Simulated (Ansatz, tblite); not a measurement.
# The cluster RuPt₃−: one state, many levels

Aim: run the doublet of the cluster RuPt₃− at one geometry on many levels, and compare frontier levels, spin and run time.

Computed with Ansatz 0.2.0, Gaussian basis. Level: as each input shows.

Plan: GFN1-xTB, GFN2-xTB, PBE-D4/def2-TZVPD, r2SCAN-D4/def2-TZVPD, CAM-B3LYP-D4/def2-TZVPD, BHLYP-D4/def2-TZVPD, revPBE-D4/def2-TZVPD, LC-ωPBE(0.10)/def2-TZVPD, LC-ωPBE(0.15)/def2-TZVPD, LC-ωPBE(0.20)/def2-TZVPD, LC-ωPBE(0.30)/def2-TZVPD, PBE-D4/def2-SVPD, PBE0-D4/def2-SVPD, MP2/def2-TZVPD, RPA/def2-TZVPD.

5 further runs of the same task are left out: 4 that didn't finish, 1 set aside as unsound or not needed.

## 1. The structure

The geometry is that of the doublet, from an earlier relaxation (r2SCAN-D4/def2-SVPD). At that level it is the lowest of the isomers that a small search found.

4 atoms, charge -1, spin multiplicity 2.

Bond lengths: Pt1–Pt3 2.651 Å, Pt1–Ru4 2.427 Å, Pt2–Pt3 2.650 Å, Pt2–Ru4 2.416 Å, Pt3–Ru4 2.403 Å. Angles: Pt3–Pt1–Ru4 56.3°, Pt3–Pt2–Ru4 56.4°, Pt1–Pt3–Pt2 113.8°, Pt1–Pt3–Ru4 57.1°, Pt2–Pt3–Ru4 56.9°, Pt1–Ru4–Pt2 133.0°, Pt1–Ru4–Pt3 66.6°, Pt2–Ru4–Pt3 66.7°.

Pt, Ru take a core potential in the def2 sets. No spin-orbit coupling is included. The ion is computed in the gas phase, without counter-ions or solvent.

PBE0-D4/def2-TZVPD was run before; its log isn't repeated, and its numbers join the tables.

## 2. GFN1-xTB

Tight binding, by tblite at 300 K electronic temperature and without a spin-polarisation term:

```python
tblite.interface.Calculator('GFN1-xTB', numbers, positions, charge=-1, uhf=1).singlepoint()
```

Energy -463.8936 eV; 0.008 s.

## 3. GFN2-xTB

Tight binding, by tblite at 300 K electronic temperature and without a spin-polarisation term:

```python
tblite.interface.Calculator('GFN2-xTB', numbers, positions, charge=-1, uhf=1).singlepoint()
```

Energy -461.6544 eV; 0.021 s.

## 4. PBE-D4/def2-TZVPD

start.molden holds the orbitals of an earlier run on this state, given as this run's starting guess.

in.yaml reads:

```yaml
crystal:
  periodic: [false, false, false]
  atoms:
    - {symbol: Pt, position_ang: [1.981359, -1.003287, -0.147889]}
    - {symbol: Pt, position_ang: [-2.080760, 0.780443, 0.033748]}
    - {symbol: Pt, position_ang: [0.534613, 1.210421, 0.038063]}
    - {symbol: Ru, position_ang: [-0.435212, -0.987576, 0.076088]}
basis:
  gaussian: {orbitals: def2-TZVPD, initial_orbitals: start.molden}
total_charge: -1
magnetization: {spin_polarized: true, initial_magnetization: 1}
hamiltonian: {xc: pbe, dispersion: d4}
scf: {omitted_lower_state_checks: [starts]}
output: {orbitals: {seedname: orbitals}}
```

Run with:

```
$ ansatz run in.yaml --threads 4 --pin off --events-out ev --progress --plain --max-ram 3916MiB
```

The log of the run:

```text
Functional definition: PBE
  name "PBE"
  cite "Perdew, Burke & Ernzerhof, Phys. Rev. Lett. 77, 3865 (1996) doi:10.1103/PhysRevLett.77.3865"
  parent pbe
  parameter kappa = 0.804
  parameter beta = 0.06672455060314922
  exchange = pbe_x(kappa = kappa, mu = beta*pi^2/3)
  correlation = pbe_c(beta = beta)
these checks for a lower state are left out or cut short: starts
1485 factors; their error is unknown
mean field evaluation 1: about -12332.1240 eV, gradient 6.4e0 eV
mean field evaluation 2: about -12332.4439 eV, gradient 7.3e-1 eV
mean field evaluation 4: about -12332.4243 eV, gradient 1.9e0 eV
mean field evaluation 8: about -12332.4624 eV, gradient 4.4e-2 eV
mean field evaluation 16: about -12332.4625 eV, gradient 1.9e-5 eV
mean field -12332.46246825 eV, -453.2096364649 hartree, gradient 5.6e-6 eV, S^2 1.863323; 0 other end points of the search recorded, 0 dependent functions left out
reference -12332.46252193 eV, -453.2096384375 hartree; 36, 35 occupied and 133, 134 virtual orbitals, 1485 factors
Total energy: -12332.74801616 eV, -453.2201301570 hartree
Checks for a lower state left out: starts
```

It took 37 s on 4 threads of Arm Neoverse N1, shared host; peak memory 0.56 GiB.

From the report: HOMO -0.01 eV, LUMO 0.21 eV (over both spins); ⟨S²⟩ 1.863 (pure: 0.75). Doubts: spin contamination.

## 5. r2SCAN-D4/def2-TZVPD

in.yaml, as its differences from that of step 4:

```diff
@@ -11,3 +11,3 @@
 magnetization: {spin_polarized: true, initial_magnetization: 1}
-hamiltonian: {xc: pbe, dispersion: d4}
+hamiltonian: {xc: r2scan, dispersion: d4}
 scf: {omitted_lower_state_checks: [starts]}
```

Launched as before.

The log of the run (excerpt; [...] marks lines left out):

```text
Functional definition: r2SCAN
  name "r2SCAN"
  cite "Furness, Kaplan, Ning, Perdew & Sun, J. Phys. Chem. Lett. 11, 8208 (2020) doi:10.1021/acs.jpclett.0c02405"
  cite "Furness, Kaplan, Ning, Perdew & Sun, J. Phys. Chem. Lett. 11, 9248 (2020) doi:10.1021/acs.jpclett.0c03077"
  parent r2scan
[...]
1485 factors; their error is unknown
[...]
mean field -12332.62328773 eV, -453.2155464717 hartree, gradient 5.0e-6 eV, S^2 2.223531; 0 other end points of the search recorded, 0 dependent functions left out
reference -12332.62334235 eV, -453.2155484789 hartree; 36, 35 occupied and 133, 134 virtual orbitals, 1485 factors
Total energy: -12332.67284455 eV, -453.2173676512 hartree
Checks for a lower state left out: starts
```

It took 1.7 min on 4 threads of Arm Neoverse N1, shared host; peak memory 0.68 GiB.

HOMO -0.30 eV, LUMO 0.35 eV (over both spins); ⟨S²⟩ 2.224 (pure: 0.75). Doubts: spin contamination.

## 6. CAM-B3LYP-D4/def2-TZVPD

in.yaml, as its differences from that of step 5:

```diff
@@ -11,3 +11,3 @@
 magnetization: {spin_polarized: true, initial_magnetization: 1}
-hamiltonian: {xc: r2scan, dispersion: d4}
+hamiltonian: {xc: {name: CAM-B3LYP}, dispersion: d4}
 scf: {omitted_lower_state_checks: [starts]}
```

The command is unchanged.

The log of the run (excerpt; [...] marks lines left out):

```text
Functional definition: CAM-B3LYP
  name "CAM-B3LYP"
  cite "Yanai, Tew & Handy, Chem. Phys. Lett. 393, 51 (2004) doi:10.1016/j.cplett.2004.06.011"
  cite "Iikura, Tsuneda, Yanai & Hirao, J. Chem. Phys. 115, 3540 (2001) doi:10.1063/1.1383587"
  cite "Becke, Phys. Rev. A 38, 3098 (1988) doi:10.1103/PhysRevA.38.3098"
  cite "Lee, Yang & Parr, Phys. Rev. B 37, 785 (1988) doi:10.1103/PhysRevB.37.785"
  cite "Vosko, Wilk & Nusair, Can. J. Phys. 58, 1200 (1980) doi:10.1139/p80-159"
[...]
  # Exact exchange under (alpha + beta erf(omega r))/r, Becke's under what is left of 1/r.
[...]
1605 factors; their error is unknown
344 factors; integrals over basis functions are off by at most 1.3e-4 eV
[...]
mean field -12319.71623807 eV, -452.7412211454 hartree, gradient 5.7e-6 eV, S^2 2.133924; 0 other end points of the search recorded, 0 dependent functions left out
reference -12319.71635134 eV, -452.7412253081 hartree; 36, 35 occupied and 133, 134 virtual orbitals, 1605 factors
Total energy: -12319.98259508 eV, -452.7510095849 hartree
Checks for a lower state left out: starts
```

Run time: 79 s. Hardware: 4 threads of Arm Neoverse N1, shared host; peak memory 1.2 GiB.

From the report: HOMO -1.89 eV, LUMO 1.97 eV (over both spins); ⟨S²⟩ 2.134 (pure: 0.75). Doubts: spin contamination.

## 7. BHLYP-D4/def2-TZVPD

in.yaml, as its differences from that of step 6:

```diff
@@ -11,3 +11,3 @@
 magnetization: {spin_polarized: true, initial_magnetization: 1}
-hamiltonian: {xc: {name: CAM-B3LYP}, dispersion: d4}
+hamiltonian: {xc: {name: BHLYP}, dispersion: d4}
 scf: {omitted_lower_state_checks: [starts]}
```

The command is unchanged.

The log of the run:

```text
Functional definition: BHLYP
  name "BHLYP"
  cite "Becke, J. Chem. Phys. 98, 1372 (1993) doi:10.1063/1.464304"
  cite "Becke, Phys. Rev. A 38, 3098 (1988) doi:10.1103/PhysRevA.38.3098"
  cite "Lee, Yang & Parr, Phys. Rev. B 37, 785 (1988) doi:10.1103/PhysRevB.37.785"
  parameter a = 0.5
  exchange = (1 - a)*b88_x + a*exact_x
  correlation = lyp_c
these checks for a lower state are left out or cut short: starts
1531 factors; integrals over basis functions are off by at most 3.9e-4 eV
mean field evaluation 1: about -12308.4522 eV, gradient 6.3e0 eV
mean field evaluation 2: about -12308.8020 eV, gradient 7.3e-1 eV
mean field evaluation 4: about -12309.3704 eV, gradient 1.1e0 eV
mean field evaluation 8: about -12309.4456 eV, gradient 4.4e-1 eV
mean field evaluation 16: about -12309.4554 eV, gradient 6.5e-3 eV
mean field -12309.45540317 eV, -452.3641424178 hartree, gradient 8.3e-6 eV, S^2 2.585655; 0 other end points of the search recorded, 0 dependent functions left out
reference -12309.45555800 eV, -452.3641481079 hartree; 36, 35 occupied and 133, 134 virtual orbitals, 1531 factors
Total energy: -12310.04811242 eV, -452.3859240811 hartree
Checks for a lower state left out: starts
```

Run time: 93 s. Hardware: 4 threads of Arm Neoverse N1, shared host; peak memory 0.9 GiB.

Report: HOMO -1.36 eV, LUMO 1.86 eV (over both spins); ⟨S²⟩ 2.586 (pure: 0.75). Doubts: spin contamination.

## 8. revPBE-D4/def2-TZVPD

in.yaml, as its differences from that of step 7:

```diff
@@ -11,3 +11,3 @@
 magnetization: {spin_polarized: true, initial_magnetization: 1}
-hamiltonian: {xc: {name: BHLYP}, dispersion: d4}
+hamiltonian: {xc: {name: revPBE}, dispersion: d4}
 scf: {omitted_lower_state_checks: [starts]}
```

Same command.

The log of the run:

```text
Functional definition: revPBE
  name "revPBE"
  cite "Zhang & Yang, Phys. Rev. Lett. 80, 890 (1998) doi:10.1103/PhysRevLett.80.890"
  cite "Perdew, Burke & Ernzerhof, Phys. Rev. Lett. 77, 3865 (1996) doi:10.1103/PhysRevLett.77.3865"
  parameter kappa = 1.245
  parameter beta = 0.06672455060314922
  exchange = pbe_x(kappa = kappa, mu = beta*pi^2/3)
  correlation = pbe_c(beta = beta)
these checks for a lower state are left out or cut short: starts
1485 factors; their error is unknown
mean field evaluation 1: about -12336.2767 eV, gradient 7.4e0 eV
mean field evaluation 2: about -12336.5698 eV, gradient 6.9e-1 eV
mean field evaluation 4: about -12336.5490 eV, gradient 2.0e0 eV
mean field evaluation 8: about -12336.5893 eV, gradient 4.5e-2 eV
mean field evaluation 16: about -12336.5894 eV, gradient 2.6e-5 eV
mean field -12336.58937299 eV, -453.3612974167 hartree, gradient 7.5e-6 eV, S^2 1.876492; 0 other end points of the search recorded, 0 dependent functions left out
reference -12336.58943745 eV, -453.3612997857 hartree; 36, 35 occupied and 133, 134 virtual orbitals, 1485 factors
Total energy: -12337.08365383 eV, -453.3794619025 hartree
Checks for a lower state left out: starts
```

Wall time 39 s (4 threads of Arm Neoverse N1, shared host); peak memory 0.57 GiB.

From the report: HOMO 0.05 eV, LUMO 0.31 eV (over both spins); ⟨S²⟩ 1.876 (pure: 0.75). Doubts: spin contamination, highest occupied level lies above zero.

## 9. LC-ωPBE(0.10)/def2-TZVPD

in.yaml, as its differences from that of step 8:

```diff
@@ -11,3 +11,3 @@
 magnetization: {spin_polarized: true, initial_magnetization: 1}
-hamiltonian: {xc: {name: revPBE}, dispersion: d4}
+hamiltonian: {xc: {name: LC-wPBE, parameters: {omega: 0.1/bohr}}}
 scf: {omitted_lower_state_checks: [starts]}
```

The command is unchanged.

The log of the run (excerpt; [...] marks lines left out):

```text
Functional definition: LC-wPBE
  name "LC-wPBE"
  cite "Vydrov & Scuseria, J. Chem. Phys. 125, 234109 (2006) doi:10.1063/1.2409292"
  cite "Heyd & Scuseria, J. Chem. Phys. 120, 7274 (2004) doi:10.1063/1.1668634"
  cite "Ernzerhof & Perdew, J. Chem. Phys. 109, 3313 (1998) doi:10.1063/1.476928"
  cite "Perdew, Burke & Ernzerhof, Phys. Rev. Lett. 77, 3865 (1996) doi:10.1103/PhysRevLett.77.3865"
  parent pbe
[...]
  with omega = 0.1/bohr from the input
[...]
1485 factors; their error is unknown
84 factors; integrals over basis functions are off by at most 5.7e-5 eV
[...]
mean field -12332.32887056 eV, -453.2047268402 hartree, gradient 8.5e-6 eV, S^2 1.865870; 0 other end points of the search recorded, 0 dependent functions left out
reference -12332.32887064 eV, -453.2047268433 hartree; 36, 35 occupied and 133, 134 virtual orbitals, 1485 factors
Total energy: -12332.32887064 eV, -453.2047268433 hartree
Checks for a lower state left out: starts
```

Run time: 72 s. Hardware: 4 threads of Arm Neoverse N1, shared host; peak memory 0.64 GiB.

Report: HOMO -1.46 eV, LUMO 1.59 eV (over both spins); ⟨S²⟩ 1.866 (pure: 0.75). Doubts: spin contamination.

## 10. LC-ωPBE(0.15)/def2-TZVPD

in.yaml, as its differences from that of step 9:

```diff
@@ -11,3 +11,3 @@
 magnetization: {spin_polarized: true, initial_magnetization: 1}
-hamiltonian: {xc: {name: LC-wPBE, parameters: {omega: 0.1/bohr}}}
+hamiltonian: {xc: {name: LC-wPBE, parameters: {omega: 0.15/bohr}}}
 scf: {omitted_lower_state_checks: [starts]}
```

The command is unchanged.

The log of the run (excerpt; [...] marks lines left out):

```text
Functional definition: LC-wPBE
  name "LC-wPBE"
  cite "Vydrov & Scuseria, J. Chem. Phys. 125, 234109 (2006) doi:10.1063/1.2409292"
  cite "Heyd & Scuseria, J. Chem. Phys. 120, 7274 (2004) doi:10.1063/1.1668634"
  cite "Ernzerhof & Perdew, J. Chem. Phys. 109, 3313 (1998) doi:10.1063/1.476928"
  cite "Perdew, Burke & Ernzerhof, Phys. Rev. Lett. 77, 3865 (1996) doi:10.1103/PhysRevLett.77.3865"
  parent pbe
[...]
  with omega = 0.15/bohr from the input
[...]
1485 factors; their error is unknown
139 factors; integrals over basis functions are off by at most 1.6e-4 eV
[...]
mean field -12331.79709033 eV, -453.1851842775 hartree, gradient 5.7e-6 eV, S^2 1.861135; 0 other end points of the search recorded, 0 dependent functions left out
reference -12331.79709037 eV, -453.1851842788 hartree; 36, 35 occupied and 133, 134 virtual orbitals, 1485 factors
Total energy: -12331.79709037 eV, -453.1851842788 hartree
Checks for a lower state left out: starts
```

Run time: 56 s. Hardware: 4 threads of Arm Neoverse N1, shared host; peak memory 0.61 GiB.

HOMO -1.95 eV, LUMO 2.11 eV (over both spins); ⟨S²⟩ 1.861 (pure: 0.75). Doubts: spin contamination.

(Part 1 of 2 ends here.)
